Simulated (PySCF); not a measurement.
Gas-phase reaction: 3 CH3Cl ⇌ CH2Cl2 + HCl + 2 CH3

Computed with PySCF (xtb for GFN2) and rigid-rotor harmonic-oscillator thermochemistry at 1 bar. 'Table' is the NASA 1993 thermochemical table (part measured, part estimated). † marks an energy on the PBE0/def2-TZVP geometry and frequencies; other levels use their own. Open shells (unrestricted): CH3 (multiplicity 2); the rest are closed-shell singlets. GFN2 has no spin-polarisation term.

Levels: a) r2SCAN/def2-TZVP†; b) M06-2X/def2-TZVP†; c) GFN2-xTB; d) LDA/def2-TZVP†; e) HF/def2-TZVP†.

**Question.** Order the levels by the distance of their ΔH°(298 K) from the table for this reaction, closest first.

**Answer.** b (+13 kJ), a (-31 kJ), d (+70 kJ), e (-116 kJ), c (+154 kJ)

The table gives 352 kJ. The order holds for this reaction alone, and for the 1993 entries, some of which have been revised since.
